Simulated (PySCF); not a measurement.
Compound: CH4.
SMILES: `C`

The closed-shell ground state was solved at several levels (PySCF, density fitting, gas phase, non-relativistic). Isolated species at its PBE0-D3(BJ)/def2-SVP geometry, gas phase. The dipole stays under 0.02 D at every level.

```
           level  basis functions  HOMO (eV)  LUMO (eV)  gap (eV)
PBE0/aug-cc-pVDZ               59     -10.92       0.08     11.00
   PBE0/def2-SVP               34     -10.88       2.34     13.22
    PBE0/cc-pVTZ               86     -10.93       1.56     12.49
   PBE0/pcSseg-0               17     -11.04       2.76     13.80
     HF/pcSseg-2               92     -14.77       2.72     17.49
  B3LYP/pcSseg-1               37     -10.71       1.53     12.24
   PBE0/pcSseg-2               92     -10.95       0.84     11.79
   PBE0/pcSseg-3              204     -10.95       0.51     11.46
    PBE0/cc-pVDZ               34     -10.83       2.40     13.23
    KT2/pcSseg-1               37      -9.46       1.11     10.57
```

Estimate the row for CAM-B3LYP/pcSseg-1, a basis of 37 functions; the other rows only guide the guess.

HOMO -12.46 eV, LUMO 2.69 eV, gap 15.15 eV.

Over all these levels, which gives the widest orbital gap and which the narrowest?

HF/pcSseg-2 (Hartree–Fock, all exact exchange) has the widest, 17.49 eV, and KT2/pcSseg-1 (GGA) the narrowest, 10.57 eV. Functional and basis both differ between the two, so the spread mixes both effects.

How much does the basis alone move the frontier levels among the 7 PBE0 rows?

The HOMO by 0.21 eV and the LUMO by 2.68 eV. By rising basis size (HOMO, LUMO in eV): pcSseg-0 -11.04, 2.76; def2-SVP -10.88, 2.34; cc-pVDZ -10.83, 2.40; aug-cc-pVDZ -10.92, 0.08; cc-pVTZ -10.93, 1.56; pcSseg-2 -10.95, 0.84; pcSseg-3 -10.95, 0.51.
